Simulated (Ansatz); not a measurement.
We consider hematite (α-Fe2O3), described by r²SCAN+rVV10 in Ansatz (plane waves, PAW).

Run with plane-wave cutoff 560 eV, 8×8×8 k mesh, Fermi–Dirac smearing 0.01 eV, spin-polarised with opposed moments, scalar-relativistic PAW data made under PBE.

Shape and atoms are relaxed at each volume.

Pressure at four volumes; x = ln(V/9.884 Å³). One pressure is withheld.

```tsv
V (Å³/atom)	x	P (GPa)
9.488	-0.0409	9.48
9.884	0.0000	-0.01
10.081	0.0197	-4.09
10.279	0.0392	?
```

Q: Pass a parabola P(x) through the three rows shown, estimate the bulk modulus and its pressure derivative near zero pressure, and predict the withheld pressure.

A: Slopes between the rows: (-0.01 − (9.48))/(0.0000 − (-0.0409)) = -232.03 and (-4.09 − (-0.01))/(0.0197 − (0.0000)) = -207.11 GPa. Their difference over the span 0.0606 is c = 24.92/0.0606 = 411.2 GPa, so P(x) = 9.48 + (-232.03)(x − (-0.0409)) + 411.2 (x − (-0.0409))(x − (0.0000)). At the middle row B = −dP/dx = −[-232.03 + 411.2 × 0.0409] = 215.2 GPa, and B′ = dB/dP = 2c/B = 3.8. At x = 0.0392 the parabola gives -7.81 GPa; the run gives -7.78 GPa. The Birch–Murnaghan fit to the energies at all volumes has B0 = 214 GPa and B′ = 4.0.

Measured, for comparison: bulk modulus 204 GPa (300 K, copied from a table, unchecked, not corrected to a static lattice, our sources range from 204 to 231; as tabulated in BurnMan's mineral tables). Computed (rounded) less measured: bulk modulus not scored (sources differ).

Note: without U or exact exchange, gaps and moments of open d shells tend to come out too small; the bulk modulus comes from volumes at which shape and atoms were relaxed.

Ansatz is an electronic-structure program.
